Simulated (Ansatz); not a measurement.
A made-up structure of BSiH4O, doublet:

```tsv
atom	x (Å)	y (Å)	z (Å)
O1	-1.0429	-0.6765	1.2132
B2	-0.3206	-0.8203	0.1272
Si3	0.2140	0.5433	-0.0869
H4	0.1094	-1.5370	-0.7716
H5	1.7558	0.2689	-0.0392
H6	-0.3737	1.3624	1.0745
H7	-0.3419	0.8591	-1.5172
```

It is relaxed with PBE-D4/def2-SVP and then PBE0-D4/def2-TZVP (Ansatz 0.2.0). Atoms count as bonded within 1.22 times the sum of their covalent radii (H–H: 0.88 Å). The end point is not checked to be a true minimum.

Does its bonding change? (Judge from chemistry; the calculation decides.)

By the calculation: No: no bond forms or breaks.

Where it ends: The first stage lowers the energy by 5.38 eV in 9 steps. It ends as BSiH₄O ([O][BH][SiH3]):
```
atom    x (Å)    y (Å)    z (Å)
  O1  -1.1756  -1.1779   1.2028
  B2  -0.4538  -1.1708   0.1766
 Si3   0.3021   0.7757  -0.1193
  H4  -0.1188  -1.9986  -0.6331
  H5   1.7841   0.6640  -0.0951
  H6  -0.1803   1.6970   0.9324
  H7  -0.1577   1.2106  -1.4643
```

Labels in which every atom is bracketed show which atoms are joined, not bond orders.

For scale, one of the runs: PBE0-D4/def2-TZVP relaxation, 123 basis functions, launched by `ansatz run in.yaml --threads 2 --pin off --events-out ev --progress --plain --max-ram 4352MiB`. The run took about 10 s on 2 CPU threads of an Intel Xeon 6975P-C (shared host).
